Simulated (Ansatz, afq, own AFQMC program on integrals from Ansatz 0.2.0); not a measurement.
## Where AFQMC and coupled cluster stand for BPH$_{3}$, doublet

```yaml
atoms:
  - { symbol: B, position_ang: [0.0372, 0.0674, 1.6014] }
  - { symbol: P, position_ang: [-0.0296, -0.0695, -0.6725] }
  - { symbol: H, position_ang: [-0.3337, 1.0671, 2.1452] }
  - { symbol: H, position_ang: [0.3376, -0.8823, 2.2626] }
  - { symbol: H, position_ang: [0.5080, 1.2270, -0.9169] }
```

Connectivity, by distances: BH2–PH.

Basis cc-pVDZ. Noble-gas cores (and the filled d shells of Ga–Kr and In–Xe) are frozen. Integrals, coupled cluster, full CI and functionals: Ansatz 0.2.0; the random walks run on the same integrals in our own AFQMC program. ph-AFQMC/CISD is guided by a CISD state made of CCSD amplitudes; releasing the constraint for a short imaginary time cuts its bias at the price of noise, slowly where states lie close. Uncertainties: one standard error, sampling alone.

Determinant: UHF, the one that the program's search chose, which needn't be the lowest solution. The geometry is a point of a scan.

No full CI on the walks' own integrals is used here; CCSDT(Q) serves as the reference and is uncertain by about the last step of the cluster series.

Cautions: the ph-AFQMC/CISD walk drifts between its halves (2.1 errors).

* T1 diagnostic: 0.0182
* weight of the determinant in the CISD state: 0.873
* ⟨S²⟩ of the determinant: 0.768
* size of the correlated space: 11 electrons in 41 orbitals

Reference: CCSDT(Q), correlation energy -6.285 eV. The released energy is read at 2.40 1/Eh (meV from the phaseless value at times in 1/Eh: -3 ± 13 at 0.24, -10 ± 14 at 0.51, -22 ± 13 at 0.99, -13 ± 14 at 1.62, -20 ± 17 at 2.40).

| level | E − E(reference) (kJ/mol) | share of correlation (%) |
| --- | --- | --- |
| HF | 606.4 | 0.00 |
| MP2 | 129.0 | 78.72 |
| CCSD | 20.7 | 96.59 |
| CCSD(T) | 4.3 | 99.29 |
| CCSDT | 0.9 | 99.85 |
| ph-AFQMC/CISD | 1.5 ± 1.0 | 99.75 |
| released AFQMC | -0.4 ± 1.7 | 100.06 |

Released energies are given only where the last usable release times agree within the noise; a slower fall can still hide under it.
